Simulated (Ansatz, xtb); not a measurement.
Two isomers of C6H7+

Structure a is `C=Cc1c[c+]1C`, a singlet and structure b is `CC1=C[CH+]C=C1`, a singlet. Both are isolated ions in the gas phase, relaxed with PBE0-D3(BJ)/def2-SVP; the shapes shown needn't be the lowest conformers.

a (Å):

```xyz
13

C    -0.8716    0.9538    2.0961
C    -1.3562    1.5281    0.9788
C    -0.8414    1.1757   -0.3028
C    -0.8500    1.3271   -1.6680
C     0.0215    0.4432   -1.1107
C     1.0848   -0.5463   -1.2455
H    -1.2649    1.2212    3.0808
H    -0.0748    0.2045    2.0625
H    -2.1518    2.2767    1.0133
H    -1.2610    1.8092   -2.5567
H     0.7701   -1.4871   -0.7653
H     1.9728   -0.1953   -0.6937
H     1.3466   -0.7277   -2.2945
```

b (Å):

```json
{"atom": "C", "x (Å)": "-0.2481", "y (Å)": "1.3532", "z (Å)": "1.6449"}
{"atom": "C", "x (Å)": "-0.2796", "y (Å)": "0.8167", "z (Å)": "0.3078"}
{"atom": "C", "x (Å)": "-0.7177", "y (Å)": "1.5119", "z (Å)": "-0.8856"}
{"atom": "C", "x (Å)": "-0.5818", "y (Å)": "0.6406", "z (Å)": "-1.9096"}
{"atom": "C", "x (Å)": "-0.0307", "y (Å)": "-0.6853", "z (Å)": "-1.3667"}
{"atom": "C", "x (Å)": "0.1410", "y (Å)": "-0.5558", "z (Å)": "-0.0436"}
{"atom": "H", "x (Å)": "-0.5879", "y (Å)": "2.3900", "z (Å)": "1.7376"}
{"atom": "H", "x (Å)": "0.7788", "y (Å)": "1.2257", "z (Å)": "2.0509"}
{"atom": "H", "x (Å)": "-0.8350", "y (Å)": "0.6768", "z (Å)": "2.3043"}
{"atom": "H", "x (Å)": "-1.0801", "y (Å)": "2.5382", "z (Å)": "-0.9165"}
{"atom": "H", "x (Å)": "-0.8165", "y (Å)": "0.8197", "z (Å)": "-2.9618"}
{"atom": "H", "x (Å)": "0.1731", "y (Å)": "-1.5610", "z (Å)": "-1.9855"}
{"atom": "H", "x (Å)": "0.5144", "y (Å)": "-1.2923", "z (Å)": "0.6668"}
```

Quicker runs give these differences E(b) − E(a): GFN2-xTB −11.14 kcal/mol; HF/STO-3G −4.09 kcal/mol (at GFN2-xTB geometries); r2SCAN-D4/def2-SVP +2.15 kcal/mol (at GFN2-xTB geometries).

Problem. Estimate which is lower in electronic energy at CCSD(T)/def2-SVP + ΔMP2/def2-TZVPP, and by roughly how much.

Solution. Too close to call at this level: CCSD(T)/def2-SVP + ΔMP2/def2-TZVPP gives E(b) − E(a) = −0.65 kcal/mol.

Level by level:

```
                             level              geometry  E(b) − E(a) (kcal/mol)  departure from the last row (kcal/mol)  job, with rough time for the two
                          GFN2-xTB              GFN2-xTB                    −11.14                                  −10.50              optimisation, 0.39 s
                         HF/STO-3G              GFN2-xTB                     −4.09                                   −3.44              single point, 0.61 s
                r2SCAN-D4/def2-SVP              GFN2-xTB                     +2.15                                   +2.80               single point, 3.8 s
              PBE0-D3(BJ)/def2-SVP  PBE0-D3(BJ)/def2-SVP                     +2.44                                   +3.09               optimisation, 2 min
                       HF/def2-SVP  PBE0-D3(BJ)/def2-SVP                     +7.13                                   +7.78           part of the CCSD(T) run
                      MP2/def2-SVP  PBE0-D3(BJ)/def2-SVP                     +5.60                                   +6.25           part of the CCSD(T) run
                  CCSD(T)/def2-SVP  PBE0-D3(BJ)/def2-SVP                     +1.98                                   +2.63                      single point
CCSD(T)/def2-SVP + ΔMP2/def2-TZVPP  PBE0-D3(BJ)/def2-SVP                     −0.65                                                        single point, 67 s
```

As drawn, b has 2 C–C, 1 C=C in place of 3 C∷C (∷ is an aromatic bond). Structure a has a 3-membered ring (with an aromatic ring), b a 5-membered ring.

The largest departure from CCSD(T)/def2-SVP + ΔMP2/def2-TZVPP is that of GFN2-xTB, 10.50 kcal/mol. The last row adds to CCSD(T) the change of the MP2 difference between the two basis sets, here −2.63 kcal/mol.

With thermal terms from frequencies at re-optimised GFN2-xTB minima (ideal gas, soft modes damped towards free rotors, one conformer each, 298.15 K, 1 atm): the zero-point term adds −0.01 kcal/mol; ΔH is −1.24 and ΔG +0.24 kcal/mol.

The correlated steps freeze 6 core orbitals. Programs: Ansatz 0.2.0, xtb 6.7.1; the last row on 2 threads of Intel(R) Xeon(R) Processor @ 2.70GHz on a shared host.
